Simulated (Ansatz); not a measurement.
## [BH2···H···OH], doublet: transfer scan

Starting geometry:

```xyz
6

B    -1.4006    0.0307    0.0000
H    -1.9973    1.0643    0.0000
H    -1.9973   -1.0029    0.0000
H    -0.2071    0.0307    0.0000
O     1.1244    0.0307    0.0000
H     1.3763   -0.9092    0.0000
```

From there H4 is moved from one fragment to the other while all else, the fragments' distance too, stays fixed; atoms are numbered as listed. Energies are in eV, counted from the starting geometry at the same level.

Basis cc-pVDZ; Ansatz 0.2.0. Only valence electrons are correlated (noble-gas cores frozen). Prefix R: restricted or restricted open-shell reference; prefix U: unrestricted.

Full CI isn't at hand for all of this; UCCSDT(Q) serves as the reference, and is uncertain by about the last step of the cluster series. The frozen core follows each run's orbitals, which can shift R against U totals by a few meV.

```
distance B1-H4 (Å)  UCCSDT(Q)  error RMP2  error RCCSD  error UCCSD(T)  error BCCD(T)  error UCCSDT  error RCCSDT(Q)
             1.110      0.168      -0.001       -0.019          -0.004         -0.004        -0.002            0.000
             1.194      0.000       0.000        0.000           0.000          0.000         0.000            0.000
             1.242     -0.056      -0.030        0.012           0.002          0.002         0.002            0.000
             1.291     -0.106      -0.116        0.022           0.004          0.003         0.003            0.000
             1.340     -0.164      -0.244        0.030           0.004          0.004         0.005            0.000
             1.389     -0.234      -0.273        0.029           0.004          0.003         0.005            0.000
             1.437     -0.309      -0.259        0.022           0.002          0.002         0.005            0.000
             1.486     -0.376      -0.251        0.012           0.000          0.000         0.004            0.000
             1.535     -0.406      -0.251        0.002          -0.002         -0.003         0.003            0.000
```

Errors are those of relative energies. In total energy the starting point itself misses UCCSDT(Q) by: RMP2 1.217, RCCSD 0.191, UCCSD(T) 0.038, BCCD(T) 0.038, UCCSDT 0.014, RCCSDT(Q) 0.001 eV.

Spread of the error over the points with a reference, to 1.535 Å (largest less smallest): RCCSDT(Q) 0.001, BCCD(T) 0.007, UCCSDT 0.008, UCCSD(T) 0.008, RCCSD 0.049, RMP2 0.273 eV.
